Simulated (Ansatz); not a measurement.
**C2FO− (SMILES [O-]C#CF): functionals against CCSD(T) at one geometry**

The task here is to estimate one member of a computed series from the others.

Method: single points in def2-TZVPPD; program: Ansatz 0.2.0, Gaussian basis.

Correlated methods freeze the cores.

## Where the work starts

SMILES `[O-]C#CF`, 4 atoms, charge -1, spin multiplicity 1.

Atoms are counted from 1 here; the program's logs count them from 0.

Bond lengths: O1–C2 1.283 Å, C2–C3 1.380 Å, C3–F4 1.405 Å. Angles: O1–C2–C3 152.8°, C2–C3–F4 136.6°.

Geometry (Å):

```xyz
4
charge -1, multiplicity 1
O     1.16890   -0.71240    1.42100
C     0.29120   -0.29750    0.58180
C    -0.12700    0.49970   -0.46360
F    -1.26980    0.60250   -1.27420
```

Set-up of the first run:

Contents of run/in.yaml:

```yaml
crystal:
  periodic: [false, false, false]
  atoms:
    - {symbol: O, position_ang: [1.168900, -0.712400, 1.421000]}
    - {symbol: C, position_ang: [0.291200, -0.297500, 0.581800]}
    - {symbol: C, position_ang: [-0.127000, 0.499700, -0.463600]}
    - {symbol: F, position_ang: [-1.269800, 0.602500, -1.274200]}
basis:
  gaussian: {orbitals: "def2-TZVPPD.json"}
total_charge: -1
correlation: {method: ccsd_t}
output: {forces: true}
```

The basis file named in the input lies beside it (Basis Set Exchange, JSON).

The command line of these runs was not kept.

Steps of the session up to this table: CCSD(T)/def2-TZVPPD; PBE0-D4/def2-TZVPPD; wB97M-V/def2-TZVPPD; r2SCAN-D4/def2-TZVPPD; PBE-D4/def2-TZVPPD; LC-wPBE/def2-TZVPPD; BHLYP-D4/def2-TZVPPD.

One table of the session follows, with a row left open; its other results are not shown here.

```
   method  RMS force component (eV/Å)  angle to CCSD(T) forces (°)
  CCSD(T)                       1.448                    reference
  PBE0-D4                       1.842                          8.4
  wB97M-V                       1.877                          5.4
r2SCAN-D4                       1.631                          4.7
   PBE-D4                           ?                            ?
  LC-wPBE                       2.099                          8.3
 BHLYP-D4                       2.166                         10.9
```

**Question.** Estimate the row for PBE-D4.

The run gave: RMS force component (eV/Å): 1.457; angle to CCSD(T) forces (°): 4.1. In the column «RMS force component (eV/Å)» it lies between CCSD(T) (1.448) and r2SCAN-D4 (1.631).
